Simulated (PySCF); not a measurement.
Simulated outer-valence photoelectron spectrum of diiminomethane (`N=C=N`). Computed with EOM-IP-CCSD/aug-cc-pVDZ in PySCF, restricted Hartree–Fock reference, frozen core, non-relativistic, gas phase, PBE0-D3(BJ)/def2-SVP geometry.

Each root has a Gaussian of 0.4 eV full width with its one-hole share as area; cross sections and vibrations are left out, and the highest printed point is 100.

```csv
ionisation energy (eV),intensity
10.2,1
10.4,19
10.6,86
10.8,100
11.0,29
11.2,2
11.4,0
11.6,0
11.8,0
12.0,0
12.2,0
12.4,0
12.6,0
12.8,0
13.0,0
13.2,0
13.4,0
13.6,0
13.8,2
14.0,23
14.2,72
14.4,85
14.6,39
14.8,6
15.0,0
15.2,0
15.4,0
15.6,0
15.8,0
16.0,0
16.2,0
16.4,0
16.6,0
16.8,0
17.0,0
17.2,0
17.4,0
17.6,0
17.8,0
18.0,0
18.2,7
18.4,38
18.6,53
18.8,18
19.0,2
```

Problem. Where are the maxima, and how many lines lie under the curve?

Solution. 3 maxima, at 10.7, 14.3 and 18.5 eV, from 5 lines. At this width some lines have no maximum of their own.

Problem. List the lines with their holes.

Solution. 
```tsv
E (eV)	leading hole (HF orbital)	area	Koopmans (eV)
10.71	HOMO	0.95	11.58
10.74	HOMO-1	0.95	11.61
14.23	HOMO-2	0.91	15.75
14.44	HOMO-3	0.90	15.98
18.55	HOMO-4	0.94	20.18
```

The widest gap, 4.11 eV, lies between 14.44 and 18.55 eV. Only orbitals with −ε under 21 eV, eight at most, were ionised, so the high end of the curve may lack lines.
